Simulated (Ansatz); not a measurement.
Process, species as SMILES: OCl (OH-Cl) → [OH] (OH) + Cl atom
B3LYP-D3(BJ)/def2-TZVP geometries, fixed; electronic energies without zero-point terms.

Energies in hartree at MP2 with Ansatz (a program for electronic structure); the bond dissociation energy is their sum with the coefficients shown, times 627.509 kcal/mol a hartree. All functions are spherical. Cores are frozen. Open shells are unrestricted. No added dispersion term, no relativity.

```csv
species,coefficient,part,cc-pV(D+d)Z,cc-pV(T+d)Z,cc-pV(Q+d)Z
OCl (OH-Cl),-1,Hartree-Fock,-534.87542,-534.92059,-534.93096
OCl (OH-Cl),-1,correlation,-0.33193,-0.43904,-0.47831
[OH] (OH),+1,Hartree-Fock,-75.39364,-75.41896,-75.42557
[OH] (OH),+1,correlation,-0.14921,-0.19987,-0.21789
Cl atom,+1,Hartree-Fock,-459.47140,-459.48556,-459.48916
Cl atom,+1,correlation,-0.11260,-0.15854,-0.17550
```

Q: Predict the bond dissociation energy in cc-pV(5+d)Z (X = 5): let each Hartree-Fock step shrink by the ratio of the last two, and fit each correlation energy at X = 3 and 4 to E + A/X^3. Compare with the run.

A: 
- OCl (OH-Cl): steps -0.04517 and -0.01037, ratio 0.230, so Hartree-Fock -534.93335 (run: -534.93342); A = (-0.43904 - (-0.47831))/(1/27 - 1/64) = 1.8340, correlation -0.47831 - A/64 + A/125 = -0.49229 (run: -0.49472).
- [OH] (OH): steps -0.02532 and -0.00661, ratio 0.261, so Hartree-Fock -75.42730 (run: -75.42742); A = (-0.19987 - (-0.21789))/(1/27 - 1/64) = 0.8416, correlation -0.21789 - A/64 + A/125 = -0.22431 (run: -0.22534).
- Cl atom: steps -0.01416 and -0.00360, ratio 0.254, so Hartree-Fock -459.49007 (run: -459.48973); A = (-0.15854 - (-0.17550))/(1/27 - 1/64) = 0.7921, correlation -0.17550 - A/64 + A/125 = -0.18154 (run: -0.18264).
Predicted 64.27 kcal/mol; the run in cc-pV(5+d)Z gives 64.64, a miss of -0.37. Keeping the value in cc-pV(Q+d)Z, 63.47, would miss by -1.17. All sums are of the energies as printed.
